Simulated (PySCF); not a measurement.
Isomers C4H4FN:

A. SMILES Fc1ccc[nH]1
B. SMILES N#CC/C=C/F
C. SMILES F/C=C\[C@H]1C=N1

Spectrum 1. 13C{1H} NMR (computed): δ 162.6 (CH), 121.1 (C), 110.4 (CH), 16.2 (CH2).

Spectrum 2. 13C{1H} NMR (computed): δ 177.8 (CH), 160.5 (CH), 122.9 (CH), 23.5 (CH).

Spectrum 3. 13C{1H} NMR (computed): δ 154.8 (C), 112.1 (CH), 109.7 (CH), 90.8 (CH).

Relativity neglected, one conformer, averaged over atoms made equivalent by symmetry, fast rotation or ring inversion, isolated molecule. Geometry: GFN2-xTB; shieldings: GIAO PBE0/pcSseg-1; PySCF 2.14.

References, each an isolated molecule treated in the same way: TMS for 13C (186.93 ppm). Splittings of carbon signals by F and P are missing where no couplings were computed. Shifts are as computed. Against solution values, carbons near 30 ppm lie about +3 ppm off and those near 130 ppm about +5 ppm (rms about the fit 2.1 ppm; single classes can miss by 10 ppm). Of 1328 compounds with measured shifts, 309 miss one by over three times the rms of a fit or turn the order of signals round; such compounds aren't used in these exercises. Signals without a measured value on file couldn't be tested in this way; 1H shifts scatter by 0.2 ppm about their fit, and single ones miss by 0.5 ppm.

Which spectrum belongs to which compound?

Answers

1–B, 2–C, 3–A.

- Spectrum 1 (B): 4 13C signals; δC 162.6 is an alkene CH; δC 121.1 is a nitrile carbon.
- Spectrum 2 (C): 4 13C signals; δC 160.5 is an alkene CH; δC 122.9 is an alkene CH.
- Spectrum 3 (A): 4 13C signals; δC 154.8 is an aromatic carbon bearing fluorine; δC 112.1 is an aromatic CH.
